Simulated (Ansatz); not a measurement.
**Which level was it?**

CH5FSi: 8 atoms, total charge 0, spin state singlet. SMILES: `C[SiH2]F`. Geometry: relaxed at PBE0-D4/def2-TZVP.

```jsonl
{"atom": "C", "x (Å)": "-0.5214", "y (Å)": "0.7003", "z (Å)": "-0.4370"}
{"atom": "Si", "x (Å)": "0.4484", "y (Å)": "-0.6420", "z (Å)": "0.3952"}
{"atom": "F", "x (Å)": "1.9465", "y (Å)": "-0.6496", "z (Å)": "-0.1788"}
{"atom": "H", "x (Å)": "-0.5624", "y (Å)": "0.5425", "z (Å)": "-1.5171"}
{"atom": "H", "x (Å)": "-1.5467", "y (Å)": "0.7132", "z (Å)": "-0.0565"}
{"atom": "H", "x (Å)": "-0.0772", "y (Å)": "1.6803", "z (Å)": "-0.2484"}
{"atom": "H", "x (Å)": "0.5387", "y (Å)": "-0.4208", "z (Å)": "1.8607"}
{"atom": "H", "x (Å)": "-0.1337", "y (Å)": "-1.9812", "z (Å)": "0.1260"}
```

A calculation with Ansatz 0.2.0 gave:

```json
{
  "total energy": "-430.2498 Eh",
  "HOMO energy": "-7.91 eV",
  "LUMO energy": "-0.60 eV",
  "HOMO–LUMO gap": "7.31 eV"
}
```

Which of these levels gave the numbers?
A. wB97X/6-311+G**
B. wB97M-V/6-311+G**
C. HF/6-311+G**
D. PBE/6-311+G**

D. The others give -429.2648 Eh (HF/6-311+G**), -430.5258 Eh (wB97X/6-311+G**), -430.4819 Eh (wB97M-V/6-311+G**).
